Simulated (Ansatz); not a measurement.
Cost and result up the ladder for Si(SiH3)H3 (Si₂H₆) (8 atoms). Charge 0, multiplicity 1. Geometry: PBE-D4/def2-TZVP.

```xyz
8

Si    1.0097    0.3811   -0.4590
Si   -1.0097   -0.3811    0.4591
H    -2.0800   -0.4064   -0.5867
H    -1.4495    0.5203    1.5698
H    -0.8437   -1.7646    1.0051
H     0.8370    1.7544   -1.0283
H     1.4628   -0.5348   -1.5525
H     2.0734    0.4311    0.5926
```

Ansatz on 2 threads of Intel Xeon Platinum 8375C on a shared host. Times are rough, and most runs start from the orbitals of an earlier one. ωB97M-V/def2-TZVP serves as the yardstick here, not as an exact answer. Differences are given only for rows in sets of like size (and for xTB, whose basis is part of the method), since another set adds its own error. Binding counts from free atoms at the same level (Si triplet, H doublet; other spins of the atoms weren't run), without zero-point energy or a counterpoise term.

HSE06 is defined as in plane-wave codes, on full-range PBE exchange. Correlated methods freeze 10 core orbitals.

Correlated methods converge slowly with the basis (MP2 moves by 0.10 eV from def2-TZVP to def2-QZVPP here).

```tsv
level	functions	wall time	binding energy per atom (eV)	difference from ωB97M-V/def2-TZVP (eV)
HF/6-31G	38	0.2 s	1.94	–
PBE-D4/def2-SVP	66	0.5 s	2.83	–
LDA (SPW92)/def2-TZVP	110	0.55 s	3.14	0.25
revPBE-D4/def2-TZVP	110	0.8 s	2.81	-0.08
BLYP-D4/def2-TZVP	110	0.8 s	2.86	-0.04
BHLYP-D4/def2-TZVP	110	1 s	2.89	0.00
HSE06-D4/def2-TZVP	110	1.1 s	2.85	-0.05
r2SCANh-D4/def2-TZVP	110	1.4 s	2.89	-0.01
r2SCAN0-D4/def2-TZVP	110	1.4 s	2.88	-0.01
PBE0-D4/def2-TZVP (with forces)	110	1.6 s	2.85	-0.05
r2SCAN-D4/def2-TZVPD	140	2 s	2.89	0.00
ωB97X-V/def2-TZVP	110	2.5 s	2.93	0.04
ωB97M-V/def2-TZVP	110	2.7 s	2.89	0.00
CCSD(T)/def2-TZVPD	140	4.9 s	2.80	-0.10
```
